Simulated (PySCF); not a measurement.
# C3H3Cl2O: the cost of one run

Computed with PySCF 2.14.0, with density-fitted response routines of our own, on a single molecule, in the gas phase or a continuum. Atoms count from 0, in the outputs and in this text.

### 1 Starting geometry

9 atoms, charge 1, multiplicity 1; geometry from: GFN2-xTB.

Bonds of the start (Å): O0–C1 1.11, C1–C2 1.38, C2–C3 1.58, C3–Cl4 1.78, C3–Cl5 1.78, C2–H6 1.10, C2–H7 1.10, C3–H8 1.09.

### 2 Geometry optimisation at PBE0-D3(BJ)/def2-SVP

Job settings and geometry (Å):

```
{"job": {"xc": "PBE0", "basis": "def2-SVP", "d3": "d3bj", "grid": 1, "kind": "geom"}, "charge": 1, "multiplicity": 1}
O     -2.106546     1.172740    -0.689484
C     -1.383335     0.378115    -0.394771
C     -0.445132    -0.570968    -0.027490
C      0.973789     0.075062     0.221118
Cl     0.881084     1.218389     1.585637
Cl     1.542491     0.863238    -1.274657
H     -0.767927    -1.077869     0.895532
H     -0.352655    -1.326682    -0.823425
H      1.671793    -0.726032     0.482359
```

Run with:

```sh
$ OMP_NUM_THREADS=1 python probes_run.py task.json out
```

The driver reads the jobs from task.json and runs them one after another.

Q: Estimate the wall time of this first job on 1 thread of Intel Xeon at 2.50GHz, shared host.

About 77 s.
